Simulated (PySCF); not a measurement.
Species: C₅H₇F (charge +1 and doublet state).
Structure used (GFN2-xTB), in Å, numbered top down from 1:
```xyz
13
C5H7F angstrom
C     -1.9133    0.1488    1.1001
C     -1.3731   -0.3896   -0.2020
C      0.0120   -0.1994   -0.4219
C      1.2053   -0.0397   -0.6211
C      2.6041    0.1851   -0.7807
F      3.1530    0.8347    0.2722
H     -1.4059   -0.2989    1.9585
H     -1.7396    1.2243    1.1890
H     -2.9796   -0.0457    1.1753
H     -1.9257    0.0381   -1.0592
H     -1.5984   -1.4679   -0.2997
H      3.1478   -0.7713   -0.9089
H      2.8091    0.7820   -1.6909
```

The hyperfine couplings belong to this conformer and change with its torsions.

Identity: `CC[C+]=[C]CF` [radical] (charge +1).

The calculation used PySCF 2.14.0, UKS B3LYP, pcH-1 on C F H, non-relativistic, mean-field spin-orbit, GIAO. Isolated species at its GFN2-xTB geometry, gas phase. A GFN2-xTB geometry isn't a minimum of the functional, and hyperfine couplings can be far from their values at a DFT geometry, by a factor of two or more for some ions and for spin on atoms past the first row. Stability of the SCF solution: not tested.

Task: The isotropic 13C couplings are -25.5, -19.1, +8.9, +6.8, -3.1 MHz. Assign them to C1; C2; C3; C4; C5.

Result: 
```tsv
site	a_iso (MHz)	ρ(0) (bohr⁻³)	position	distance from C4 (Å)	spin population	largest |T| (MHz)
C1	-3.1	-0.0028	2 bonds from C3	3.57	0.00	1.2
C2	-19.1	-0.0170	1 bond from C3	2.64	0.00	14.3
C3	+6.8	+0.0060	a main spin site	1.22	+0.35	67.8
C4	+8.9	+0.0079	largest spin population	0.00	+0.36	70.2
C5	-25.5	-0.0226	1 bond from C4	1.43	-0.01	12.3
```

Task: Match the computed a_iso(1H) values +169.1, +164.4, +14.3 MHz (means over equivalent nuclei) with the sites H7/H8/H9; H10/H11; H12/H13.

Result: 
| site | a_iso (MHz) | ρ(0) (bohr⁻³) | position | distance from C4 (Å) | bound to | spin population there | largest \|T\| (MHz) |
| --- | --- | --- | --- | --- | --- | --- | --- |
| H7/H8/H9 | +14.3 | +0.0032 | 3 bonds from C3 | 3.97 | C1 | 0.00 | 3.1 |
| H10/H11 | +169.1 | +0.0378 | 2 bonds from C3 | 3.16 | C2 | 0.00 | 10.9 |
| H12/H13 | +164.4 | +0.0368 | 2 bonds from C4 | 2.10 | C5 | -0.01 | 10.3 |

ρ(0) is the spin density at the nucleus and T the dipolar tensor; entries for several nuclei are means. The largest Mulliken spin populations are on C4 (+0.36), C3 (+0.35), H11 (+0.06) and H10 (+0.06). Main spin sites, with 60 % or more of the largest population: C3, C4; positions count bonds from the nearest.

Class means assume fast exchange of nuclei equivalent by connectivity; if that motion is slow, each nucleus keeps its own coupling. The three 1H nuclei of mean +14.3 MHz run from -2.1 to 22.6 MHz in the frozen geometry.

The SMILES `CC[C+]=[C]CF` draws the unpaired electron on C4, whose computed spin population is only +0.36.
